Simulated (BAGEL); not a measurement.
# CH5BO (BH2(OMe)) at PBE0/aug-cc-pVDZ (density fitting with qzvpp-jkfit)

Aim: the energy change on altering one bond length of CH5BO (BH2(OMe)) at PBE0/aug-cc-pVDZ (density fitting with qzvpp-jkfit), from 2 runs. 

The calculation is run with BAGEL 1.2.2.

2 further runs of the same task are left out: 1 that didn't finish, 1 set aside as unsound or not needed. Runs told in other sessions of the task aren't counted.

## (1) The molecule

CH5BO: 8 atoms, total charge 0, spin state singlet. As SMILES, `[H]B([H])OC`. Geometry: relaxed at GFN2-xTB.

Bond lengths: B1–O4 1.321 Å, O4–C5 1.404 Å, B1–H2 1.183 Å, B1–H3 1.172 Å, C5–H6 1.092 Å, C5–H7 1.093 Å, C5–H8 1.094 Å. Angles: B1–O4–C5 124.9°, H2–B1–O4 122.5°, H3–B1–O4 115.3°, O4–C5–H6 108.6°, O4–C5–H7 108.8°, O4–C5–H8 111.9°, H2–B1–H3 122.2°, H6–C5–H7 108.8°, H6–C5–H8 109.5°, H7–C5–H8 109.3°.

## (2) A single-point energy at PBE0/aug-cc-pVDZ (density fitting with qzvpp-jkfit)

Input file input.json:

```json
{ "bagel" : [

{
  "title" : "molecule",
  "basis" : "aug-cc-pvdz.json",
  "df_basis" : "qzvpp-jkfit",
  "angstrom" : true,
  "geometry" : [
    { "atom" : "B", "xyz" : [    0.435610,    1.006270,    0.790700 ] },
    { "atom" : "H", "xyz" : [    1.569280,    0.771350,    0.549830 ] },
    { "atom" : "H", "xyz" : [    0.117450,    1.877720,    1.507100 ] },
    { "atom" : "O", "xyz" : [   -0.559180,    0.310420,    0.270760 ] },
    { "atom" : "C", "xyz" : [   -0.408730,   -0.775400,   -0.606980 ] },
    { "atom" : "H", "xyz" : [   -1.004290,   -0.584470,   -1.502650 ] },
    { "atom" : "H", "xyz" : [   -0.786680,   -1.677140,   -0.118600 ] },
    { "atom" : "H", "xyz" : [    0.636530,   -0.928750,   -0.890170 ] }
  ]
},
{
  "title" : "ks",
  "xc_func" : "pbe0"
},
{
  "title" : "print",
  "file" : "orbitals.molden",
  "orbitals" : true
}

]}
```

The basis set aug-cc-pVDZ is read from a file made from the Basis Set Exchange's data (not shown).

On the command line:

```console
$ BAGEL_NUM_THREADS=1 BAGEL input.json > input.out
```

The program printed:

```text
* using 1 threads per process

  ===============================================================
  ===============================================================

  *** Geometry ***

  { "atom" : "B", "xyz" : [      0.823184,      1.901575,      1.494206 ] },
  { "atom" : "H", "xyz" : [      2.965509,      1.457640,      1.039028 ] },
  { "atom" : "H", "xyz" : [      0.221948,      3.548377,      2.848006 ] },
  { "atom" : "O", "xyz" : [     -1.056697,      0.586609,      0.511662 ] },
  { "atom" : "C", "xyz" : [     -0.772388,     -1.465294,     -1.147026 ] },
  { "atom" : "H", "xyz" : [     -1.897833,     -1.104488,     -2.839597 ] },
  { "atom" : "H", "xyz" : [     -1.486610,     -3.169335,     -0.224122 ] },
  { "atom" : "H", "xyz" : [      1.202867,     -1.755083,     -1.682178 ] },

  Number of auxiliary basis functions:      317

  Since a DF basis is specified, we compute 2- and 3-index integrals:
    o Being stored without compression. Storage requirement is 0.033 GB

  Number of basis functions:      114
  Number of electrons      :       24

    * METHOD: MOLECULE                             0.13

  *** Kohn-Sham DFT ***

    * Removing 13603 points whose weight is below 1.00e-10
    * Grid points: 105645

  === Nuclear Repulsion ===
    70.9004861548

       - DIIS with orbital gradients will be used.

  === KS iteration (pbe0 / aug-cc-pvdz.json) ===
      0       -117.21481249          0.09733907           0.32
      1       -100.21657392          0.09840583           0.31
      2       -118.68077889          0.10263828           0.31
      3       -136.99425234          0.07106669           0.31
      4       -138.16751990          0.07073004           0.31
      5       -137.77734426          0.07281867           0.31
      6       -137.34205726          0.07976122           0.31
      7       -115.26795423          0.23975739           0.31
      8       -139.58834458          0.06300530           0.31
      9       -140.86621873          0.01995581           0.31
     10       -140.92719723          0.01514665           0.31
     11       -141.04349198          0.00148408           0.31
     12       -141.04428221          0.00030717           0.31
     13       -141.04431482          0.00005228           0.31
     14       -141.04431622          0.00000672           0.31
     15       -141.04431625          0.00000289           0.31
     16       -141.04431626          0.00000105           0.31
     17       -141.04431626          0.00000109           0.31
     18       -141.04431626          0.00000004           0.31
     19       -141.04431626          0.00000002           0.31
     20       -141.04431626          0.00000001           0.31
    * SCF iteration converged.

    * Permanent dipole moment:
           (   -0.056698,     0.519263,     0.415855) a.u.

    * METHOD: KS                                   7.13

    * METHOD: PRINT                                0.03

  ===============================================================
```

Wall time 7.5 s (1 thread of Arm Neoverse V1, shared host); peak memory 0.53 GiB.

## (3) The distorted shape, same level

Input file job.json:

```json
{ "bagel" : [

{
  "title" : "molecule",
  "basis" : "aug-cc-pvdz.json",
  "df_basis" : "qzvpp-jkfit",
  "angstrom" : "true",
  "geometry" : [
    { "atom" : "B", "xyz" : [       0.413048,       1.169105,       0.922330 ] },
    { "atom" : "H", "xyz" : [       1.546718,       0.934185,       0.681460 ] },
    { "atom" : "H", "xyz" : [       0.094888,       2.040555,       1.638730 ] },
    { "atom" : "O", "xyz" : [      -0.581742,       0.473255,       0.402390 ] },
    { "atom" : "C", "xyz" : [      -0.408730,      -0.775400,      -0.606980 ] },
    { "atom" : "H", "xyz" : [      -1.004290,      -0.584470,      -1.502650 ] },
    { "atom" : "H", "xyz" : [      -0.786680,      -1.677140,      -0.118600 ] },
    { "atom" : "H", "xyz" : [       0.636530,      -0.928750,      -0.890170 ] }
  ]
},

{
  "title" : "ks",
  "xc_func" : "pbe0",
  "charge" : 0
},

{
  "title" : "print",
  "file" : "orbitals.molden",
  "orbitals" : "true"
}

]}
```

The basis set aug-cc-pVDZ is read from a file made from the Basis Set Exchange's data (not shown).

On the command line:

```console
$ BAGEL_NUM_THREADS=1 BAGEL job.json > job.out
```

The program printed:

```text
* using 1 threads per process

  ===============================================================
  ===============================================================

  *** Geometry ***

  { "atom" : "B", "xyz" : [      0.780548,      2.209288,      1.742951 ] },
  { "atom" : "H", "xyz" : [      2.922873,      1.765354,      1.287773 ] },
  { "atom" : "H", "xyz" : [      0.179312,      3.856090,      3.096751 ] },
  { "atom" : "O", "xyz" : [     -1.099333,      0.894322,      0.760407 ] },
  { "atom" : "C", "xyz" : [     -0.772388,     -1.465294,     -1.147026 ] },
  { "atom" : "H", "xyz" : [     -1.897833,     -1.104488,     -2.839597 ] },
  { "atom" : "H", "xyz" : [     -1.486610,     -3.169335,     -0.224122 ] },
  { "atom" : "H", "xyz" : [      1.202867,     -1.755083,     -1.682178 ] },

  Number of auxiliary basis functions:      317

  Since a DF basis is specified, we compute 2- and 3-index integrals:
    o Being stored without compression. Storage requirement is 0.033 GB

  Number of basis functions:      114
  Number of electrons      :       24

    * METHOD: MOLECULE                             0.13

  *** Kohn-Sham DFT ***

    * Removing 13168 points whose weight is below 1.00e-10
    * Grid points: 106080

  === Nuclear Repulsion ===
    67.2329814395

       - DIIS with orbital gradients will be used.

  === KS iteration (pbe0 / aug-cc-pvdz.json) ===
      0       -118.69399930          0.08818714           0.32
      1       -101.57698011          0.09753706           0.31
      2       -120.45110080          0.09480820           0.31
      3       -138.39456932          0.06149576           0.31
      4       -139.14805584          0.05254276           0.31
      5       -138.32846135          0.05944783           0.31
      6       -139.14655135          0.05771070           0.31
      7       -125.28102542          0.16299222           0.31
      8       -140.92362497          0.01503182           0.31
      9       -140.91251065          0.01522450           0.31
     10       -141.01735347          0.00458978           0.31
     11       -141.02640288          0.00096099           0.31
     12       -141.02687304          0.00023378           0.31
     13       -141.02689777          0.00004660           0.31
     14       -141.02689871          0.00000626           0.31
     15       -141.02689874          0.00000223           0.31
     16       -141.02689874          0.00000141           0.31
     17       -141.02689874          0.00000037           0.31
     18       -141.02689874          0.00000009           0.31
     19       -141.02689874          0.00000004           0.31
     20       -141.02689874          0.00000001           0.31
    * SCF iteration converged.

    * Permanent dipole moment:
           (   -0.072148,     0.721192,     0.579278) a.u.

    * METHOD: KS                                   7.15

    * METHOD: PRINT                                0.03

  ===============================================================
```

Run time: 7.5 s. Hardware: 1 thread of Arm Neoverse V1, shared host; peak memory 0.53 GiB.

## (4) Outcome

At PBE0/aug-cc-pVDZ (density fitting with qzvpp-jkfit):

| quantity | value |
| --- | --- |
| first shape: total energy | -141.04432 Eh |
| first shape: dipole moment | 1.70 D |
| first shape: HOMO energy | -8.50 eV |
| first shape: LUMO energy | -0.42 eV |
| first shape: HOMO–LUMO gap | 8.08 eV |
| distorted shape: total energy | -141.02690 Eh |
| distorted shape: dipole moment | 2.36 D |
| distorted shape: HOMO energy | -8.22 eV |
| distorted shape: LUMO energy | -0.21 eV |
| distorted shape: HOMO–LUMO gap | 8.01 eV |
| energy change with the O4–C5 bond stretched from 1.404 to 1.615 Å | 0.474 eV |

What this shows: With the O4–C5 bond stretched from 1.404 to 1.615 Å the energy rises by 0.47 eV (45.7 kJ/mol). The first shape isn't relaxed at this level, so the change isn't measured from a minimum.
